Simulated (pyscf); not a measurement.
CH₄ + H₃C–Ga(OH)–OH → H₃C–Ga(CH₃)–OH + H₂O (four-centre exchange; singlet surface; C–H, Ga–O broken, C–Ga, H–O formed). PySCF, gas phase, ωB97X-D3(BJ)/def2-SVP geometries. Energies in kcal/mol from the separated reactants.

```json
[
 {"level": "ωB97X-D3(BJ)/def2-TZVP", "barrier": "33.0", "reaction energy": "+19.8"},
 {"level": "PBE/def2-TZVP", "barrier": "30.8", "reaction energy": "+19.8"},
 {"level": "r²SCAN/def2-TZVP", "barrier": "30.6", "reaction energy": "+21.4"},
 {"level": "PBE0-D3(BJ)/def2-TZVP", "barrier": "30.6", "reaction energy": "+19.1"},
 {"level": "ωB97M-D3(BJ)/def2-TZVP", "barrier": "34.0", "reaction energy": "+19.9"},
 {"level": "HF/def2-TZVP", "barrier": "51.3", "reaction energy": "+23.6"}
]
```

The functionals in the table span 3.4 kcal/mol in this barrier, from PBE0-D3(BJ) to ωB97M-D3(BJ)/def2-TZVP. On the product side the descent ends in an adduct with a Ga–O contact, 15.7 kcal/mol under the separated species and 28.9 kcal/mol under the saddle at ωB97X-D3(BJ)/def2-TZVP. What is counted as broken (Ga–O) persists as a longer contact in the product adduct; parting that adduct is a step of its own. One saddle was located; it need not be the lowest between these sides. Elements up to Kr have no core potential and no relativistic terms here.
